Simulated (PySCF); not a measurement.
Working with the constants of F₂

RHF-CCSD(T) constants of F₂, ¹Σg⁺ (singlet), closed shell (PySCF, spin-free X2C with a Gaussian nucleus, basis sets F x2c-TZVPPall; masses 18.9984 and 18.9984 u):

- ωe: 915.5 cm⁻¹
- ωexe: 12.0 cm⁻¹
- Be: 0.88355 cm⁻¹
- αe: 0.0127 cm⁻¹
- D (centrifugal): 3.29e-06 cm⁻¹
- De to F + F: 1.50 eV

(1) Give the vibrational terms G(v) and spacings up to v = 6.

(2) How well does the Morse estimate ωe²/(4ωexe) reproduce De, and what is D0?

Correlated steps freeze 2 core orbitals. Where the molecule has an RHF reference, its open-shell atoms are computed with UHF.

Results:

(1) G(v) = ωe(v+½) − ωexe(v+½)².

| v | G(v) (cm⁻¹) | G(v) − G(v−1) | Bv (cm⁻¹) |
| --- | --- | --- | --- |
| 0 | 455 |  | 0.8772 |
| 1 | 1346 | 892 | 0.8645 |
| 2 | 2214 | 868 | 0.8518 |
| 3 | 3057 | 844 | 0.8391 |
| 4 | 3877 | 820 | 0.8264 |
| 5 | 4672 | 796 | 0.8137 |
| 6 | 5444 | 772 | 0.8010 |

(2) It gives 2.16 eV, 144 % of the computed De. D0 = De − G(0) = 1.50 − 0.06 = 1.44 eV.
